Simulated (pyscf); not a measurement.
Four-centre exchange: H₃Ge–SnH₃ + HF -> F–SnH₃ + GeH₄

Gas phase, singlet surface, charge 0. Bonds broken: Sn1–Ge2, F9–H10. Bonds formed: Sn1–F9, Ge2–H10. Structures and frequencies: ωB97X-D3(BJ)/def2-SVP in PySCF.

Transition state (Å):

```xyz
10

Sn    -0.3392     1.0883    -0.7742
Ge    -0.4581    -0.9650     1.3592
H      1.0646     1.7741    -0.1124
H     -1.1641     2.1607    -1.8123
H     -0.1218    -0.3949    -1.5933
H      1.0639    -1.0598     1.1164
H     -1.0873    -2.1994     0.6844
H     -0.6661    -1.1013     2.8821
F     -1.9263     1.5493     0.6560
H     -1.4502     0.5858     1.0664
```

One imaginary mode, 1008i cm⁻¹; descent along it reached the two sides named.

| bond | change | reactant side (Å) | saddle | product side |
|---|---|---|---|---|
| Sn1–Ge2 | breaks | 2.569 | 3.0 | 3.9 |
| F9–H10 | breaks | 0.927 | 1.150 | 2.7 |
| Sn1–F9 | forms | 3.2 | 2.186 | 1.946 |
| Ge2–H10 | forms | 2.9 | 1.864 | 1.534 |

Electronic energies relative to the separated reactants (kJ/mol):

| level | barrier | reaction energy | reverse barrier |
|---|---|---|---|
| ωB97X-D3(BJ)/def2-TZVP | 152.1 | +1.7 | 150.4 |
| PBE/def2-TZVP | 115.2 | -13.4 | 128.6 |
| r²SCAN/def2-TZVP | 123.4 | -19.0 | 142.5 |
| B3LYP-D3(BJ)/def2-TZVP | 136.7 | -17.1 | 153.8 |
| PBE0-D3(BJ)/def2-TZVP | 137.0 | -3.2 | 140.2 |
| M06-2X/def2-TZVP | 133.4 | -32.9 | 166.2 |
| ωB97M-D3(BJ)/def2-TZVP | 145.2 | -18.0 | 163.3 |
| HF/def2-TZVP | 221.6 | -34.0 | 255.6 |

With ωB97M-D3(BJ)/def2-TZVP energies and thermal terms (ideal gas, 1 atm, RRHO with modes under 100 cm⁻¹ raised to 100, one conformer, R ln 2 for chiral ones without a mode under 150 cm⁻¹), in kJ/mol:

```tsv
T (K)	ΔH‡	ΔG‡	ΔH	ΔG
298	135.0	174.4	-23.5	-20.8
600	134.7	214.6	-27.2	-16.5
900	136.4	254.3	-29.2	-10.6
1200	138.7	293.3	-30.2	-4.3
```

The same reactants have a lower exit, to F–SnH₂–GeH₃ + H₂ (barrier +110.4 kJ/mol at ωB97M-D3(BJ)/def2-TZVP, against +145.2 kJ/mol here). This is the saddle that the search found; another between the same sides may lie lower. Elements up to Kr have no core potential and no relativistic terms here. Elements past Kr carry the def2 core potentials, without spin-orbit coupling.
